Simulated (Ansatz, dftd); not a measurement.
Reaction: C5H6 (ethynylcyclopropane, SMILES C#CC1CC1) → C2H (SMILES [C]#C, doublet) + C3H5 (SMILES [CH]1CC1, doublet) (the C-C bond breaks)
Each species at its own B3LYP-D3(BJ)/def2-TZVP minimum (Ansatz, a first-principles code).

Property: bond dissociation energy (electronic), in kcal/mol. UHF or UKS for unpaired electrons; spin-orbit terms are left out. Correlated methods leave the cores frozen. Rows without X2C or -DK are non-relativistic. CBS(X,Y): correlation extrapolated as X^-3, Hartree-Fock from the larger set. A bracket is a step between two methods taken in the basis named. The functionals are non-relativistic, so their misses hold any scalar relativity. '+ core + X2C': CCSD(T) terms for core correlation (cc-pwCVTZ) and scalar relativity (cc-pVTZ-DK). The UHF reference of C2H ([C]#C, doublet) is spin-contaminated (<S^2> up to 0.36 over the pure value in the sets run).

```json
[
 {"level": "PBE/def2-TZVPD", "program": "Ansatz", "bond dissociation energy (kcal/mol)": "138.6", "difference against the last row": "-0.7"},
 {"level": "r2SCAN-D4/def2-TZVPD", "program": "Ansatz + dftd4", "bond dissociation energy (kcal/mol)": "133.4", "difference against the last row": "-5.9"},
 {"level": "PBE0/def2-TZVPD", "program": "Ansatz", "bond dissociation energy (kcal/mol)": "138.2", "difference against the last row": "-1.1"},
 {"level": "wB97X-V/def2-TZVPD", "program": "Ansatz", "bond dissociation energy (kcal/mol)": "142.2", "difference against the last row": "2.9"},
 {"level": "CCSDT(Q)/cc-pVDZ", "program": "Ansatz", "bond dissociation energy (kcal/mol)": "132.8", "difference against the last row": "-6.5"},
 {"level": "CCSD(T)/CBS(cc-pVTZ,cc-pVQZ) + [CCSDT(Q) - CCSD(T)]/cc-pVDZ + core + X2C", "program": "Ansatz", "bond dissociation energy (kcal/mol)": "139.3", "difference against the last row": "0.0"}
]
```
